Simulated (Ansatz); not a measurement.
# BH2 (boron dihydride) at UCCSD(T)/3-21G

What is the vertical ionisation energy of BH2 (boron dihydride) at UCCSD(T)/3-21G? 

The results are computed with Ansatz 0.2.0.

58 further runs of the same task are left out: 58 set aside as unsound or not needed.

## 1. The structure to begin with

The species is BH2 (3 atoms), meant as a doublet with charge 0. SMILES: `[BH2]`. The coordinates come from a GFN2-xTB relaxation.

Bond lengths: B1–H2 1.159 Å, B1–H3 1.159 Å. Angles: H2–B1–H3 128.4°.

## 2. The energy at UCCSD(T)/3-21G

File in.yaml:

```yaml
crystal:
  periodic: [false, false, false]
  atoms:
    - {symbol: B, position_ang: [0.262840, -0.166230, 0.128640]}
    - {symbol: H, position_ang: [0.280020, 0.985320, 0.260980]}
    - {symbol: H, position_ang: [-0.542860, -0.819090, -0.389630]}
basis:
  gaussian: {orbitals: 3-21G.json}
accuracy: high
magnetization: {spin_polarized: true, initial_magnetization: 1}
scf: {omitted_lower_state_checks: [cluster_reference, increment]}
correlation: {method: ccsd_t, frozen_orbitals: {B: 1, H: 0}}
```

The basis set 3-21G is read from a file made from the Basis Set Exchange's data (not shown).

Command:

```
$ ansatz run in.yaml --threads 1 --pin off --max-ram 2610MiB --events-out events.jsonl --progress --plain --runs-dir runs
```

The program printed, cut to the lines that bear on the results:

```text
Warning: RAYON_NUM_THREADS=1 ignored (pool sized by the plan → 1); use --threads N
Functional definition: HF
  name "HF"
[...]
250 factors; integrals over basis functions are off by at most 1.0e-8 eV
[...]
mean field -696.65541175 eV, -25.6016141717 hartree, gradient 1.8e-8 eV, S^2 0.751873; 2 other end points of the search recorded, 0 dependent functions left out
1 core orbitals not correlated: weight in the atoms' cores, before any rotation towards them, 1.000 or more for the frozen orbitals, at most 0.000 for the correlated occupied ones
reference -696.65541175 eV, -25.6016141717 hartree; 3, 2 occupied and 9, 10 virtual orbitals, 250 factors
second order -1.04304116 eV of doubles, -0.00000000 eV of singles
cycle   1  -1.29584570 eV  change   -2.5e-1 eV  update   3.6e-2
[...]
cycle  17  -1.40876716 eV  change  -1.7e-10 eV  update  3.3e-10
perturbative correction -0.01490312 eV, -0.0005476797 hartree
Total energy: -698.07908203 eV, -25.6539330896 hartree
Checks for a lower state left out: cluster_reference, increment
```

It took 0.2 s on 1 thread of Arm Neoverse V1, shared host.

## 3. The singlet cation

File molecule.yaml:

```yaml
basis:
  gaussian:
    orbitals: 3-21G.json
crystal:
  periodic: [false, false, false]
  atoms:
    - {symbol: B, position_ang: [0.262840, -0.166230, 0.128640]}
    - {symbol: H, position_ang: [0.280020, 0.985320, 0.260980]}
    - {symbol: H, position_ang: [-0.542860, -0.819090, -0.389630]}
accuracy: high
total_charge: 1
scf:
  omitted_lower_state_checks: [cluster_reference, increment]
correlation:
  method: ccsd_t
  frozen_orbitals: {B: 1, H: 0}
```

The basis set 3-21G is read from a file made from the Basis Set Exchange's data (not shown).

Command:

```
$ ansatz run molecule.yaml --threads 1 --pin off --max-ram 2610MiB --events-out events.jsonl --progress --plain --runs-dir runs
```

The program printed, cut to the lines that bear on the results:

```text
Warning: RAYON_NUM_THREADS=1 ignored (pool sized by the plan → 1); use --threads N
Functional definition: HF
  name "HF"
[...]
250 factors; integrals over basis functions are off by at most 1.0e-8 eV
[...]
mean field -687.96786960 eV, -25.2823528864 hartree, gradient 1.9e-8 eV, S^2 0.000000; 0 other end points of the search recorded, 0 dependent functions left out
1 core orbitals not correlated: weight in the atoms' cores, before any rotation towards them, 1.000 or more for the frozen orbitals, at most 0.000 for the correlated occupied ones
reference -687.96786960 eV, -25.2823528864 hartree; 2, 2 occupied and 10, 10 virtual orbitals, 250 factors
second order -1.00031741 eV of doubles, -0.00000000 eV of singles
cycle   1  -1.25798191 eV  change   -2.6e-1 eV  update   3.8e-2
[...]
cycle  17  -1.38168505 eV  change   3.5e-10 eV  update  2.5e-10
perturbative correction -0.01186836 eV, -0.0004361543 hartree
Total energy: -689.36142302 eV, -25.3335650299 hartree
Checks for a lower state left out: cluster_reference, increment
```

It took 0.12 s on 1 thread of Arm Neoverse V1, shared host.

## 4. Outcome

Level: UCCSD(T)/3-21G, 1 core orbital frozen.

| quantity | value |
| --- | --- |
| doublet BH2: total energy | -25.65393 Eh |
| doublet BH2: correlation energy (1 core orbital frozen) | -52.3 mEh |
| doublet BH2: (T) correction | -0.55 mEh |
| doublet BH2: ⟨S²⟩ of the reference determinant | 0.752 |
| doublet BH2: T1 diagnostic | 0.005 |
| singlet cation: total energy | -25.33357 Eh |
| singlet cation: correlation energy (1 core orbital frozen) | -51.2 mEh |
| singlet cation: (T) correction | -0.44 mEh |
| singlet cation: T1 diagnostic | 0.011 |
| vertical ionisation energy (to the singlet cation) | 8.718 eV |

In words: The vertical ionisation energy comes to 8.72 eV (841 kJ/mol). Only the singlet of the ionised species was computed; a triplet could lie lower. The triples (doublet BH2) make up 1.0 % of the correlation energy. The triples (singlet cation) make up 0.9 % of the correlation energy.
